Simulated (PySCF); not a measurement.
Compound: 2-methyloxazole, C4H5NO.
Structure used (GFN2-xTB), in Å, numbered top down from 1:
```
atom  x, y, z in Å
C1    -1.8361   -0.0651    0.2246
C2    -0.3631   -0.0643    0.0751
N3     0.4657   -0.9377    0.5512
C4     1.7040   -0.5152    0.1561
C5     1.5616    0.6271   -0.5613
O6     0.2423    0.9211   -0.6168
H7    -2.1285   -0.9318    0.8077
H8    -2.1629    0.8433    0.7280
H9    -2.3125   -0.1029   -0.7536
H10    2.5885   -1.0586    0.4147
H11    2.2464    1.2869   -1.0516
```

Computed, not measured: CAM-B3LYP/def2-SVPD in PySCF (dipole) on a GFN2-xTB geometry, gas phase.

Masses are those of the commonest isotopes; rigid-rotor values at the optimised geometry. 

Task: Give the principal moments of inertia and the rotational constants in GHz.

Result: Ia = 54.58, Ib = 134.37, Ic = 185.81 u·Å²; 505379 MHz·u·Å²/I gives 9260, 3761 and 2720 MHz, that is A = 9.2595, B = 3.7612, C = 2.7199 GHz.

Task: Classify the top.

Result: An asymmetric top. Ray's parameter κ = (2B − A − C)/(A − C) = -0.682; −1 is the prolate and +1 the oblate limit.

Task: What does the inertial defect say?

Result: Not planar: Δ = Ic − Ia − Ib = -3.14 u·Å². For a rigid frame Δ = −2 Σ m c², so Σ m c² = 1.57 u·Å² lies off the ab plane, practically all of it from hydrogen. The atom farthest from that plane is 0.88 Å away.

Task: List the rotational levels J(Ka,Kc) to J = 3 (K).

Result: Above 0(0,0), as E/k:
J = 1: 1(0,1) 0.311, 1(1,1) 0.575, 1(1,0) 0.625
J = 2: 2(0,2) 0.927, 2(1,2) 1.147, 2(1,1) 1.297, 2(2,1) 2.089, 2(2,0) 2.095
J = 3: 3(0,3) 1.835, 3(1,3) 2.001, 3(1,2) 2.301, 3(2,2) 3.022, 3(2,1) 3.053, 3(3,1) 4.470, 3(3,0) 4.470

Task: Which types of transition are allowed, and where do some lines up to J = 3 fall?

Result: The dipole components are |μa| = 0.00 D, |μb| = 1.32 D, |μc| = 0.00 D; the mirror of this Cs structure is the ab plane, so μc vanishes by symmetry and there are no c-type lines. Intensities carry the squares of the components, which stand as 0.00 : 1.00 (a : b). Some lines, for components of 0.1 D or more:

```json
{"type": "b", "branch": "Q", "J(Ka,Kc)": "1(1,0) ← 1(0,1)", "MHz": "6540", "lower level (cm⁻¹)": "0.216"}
{"type": "b", "branch": "Q", "J(Ka,Kc)": "3(1,2) ← 3(0,3)", "MHz": "9710", "lower level (cm⁻¹)": "1.275"}
{"type": "b", "branch": "R", "J(Ka,Kc)": "1(1,1) ← 0(0,0)", "MHz": "11979", "lower level (cm⁻¹)": "0.000"}
{"type": "b", "branch": "R", "J(Ka,Kc)": "3(0,3) ← 2(1,2)", "MHz": "14329", "lower level (cm⁻¹)": "0.797"}
{"type": "b", "branch": "R", "J(Ka,Kc)": "3(1,3) ← 2(0,2)", "MHz": "22393", "lower level (cm⁻¹)": "0.644"}
{"type": "b", "branch": "Q", "J(Ka,Kc)": "3(3,1) ← 3(2,2)", "MHz": "30174", "lower level (cm⁻¹)": "2.100"}
{"type": "b", "branch": "R", "J(Ka,Kc)": "2(2,1) ← 1(1,0)", "MHz": "30498", "lower level (cm⁻¹)": "0.434"}
{"type": "b", "branch": "R", "J(Ka,Kc)": "3(2,2) ← 2(1,1)", "MHz": "35938", "lower level (cm⁻¹)": "0.901"}
{"type": "b", "branch": "R", "J(Ka,Kc)": "3(2,1) ← 2(1,2)", "MHz": "39720", "lower level (cm⁻¹)": "0.797"}
{"type": "b", "branch": "R", "J(Ka,Kc)": "3(3,1) ← 2(2,0)", "MHz": "49483", "lower level (cm⁻¹)": "1.456"}
{"type": "b", "branch": "R", "J(Ka,Kc)": "3(3,0) ← 2(2,1)", "MHz": "49628", "lower level (cm⁻¹)": "1.452"}
```

Task: Estimate the classical rotational partition function at 25 K, 50 K and 500 K.

Result: Point group Cs, symmetry number σ = 1; q = (√π/σ)·√((kT/h)³/(ABC)), k/h = 20836.6 MHz/K: 2170 at 25 K, 6120 at 50 K, 194000 at 500 K.

Whether it is a minimum is left open (no frequencies). These are rigid-rotor constants of the computed structure; measured ground-state constants (B0) also hold zero-point vibration. A rigid rotor knows nothing of internal rotation, which can split or shift real lines. Quadrupole hyperfine structure (14N) is left out.
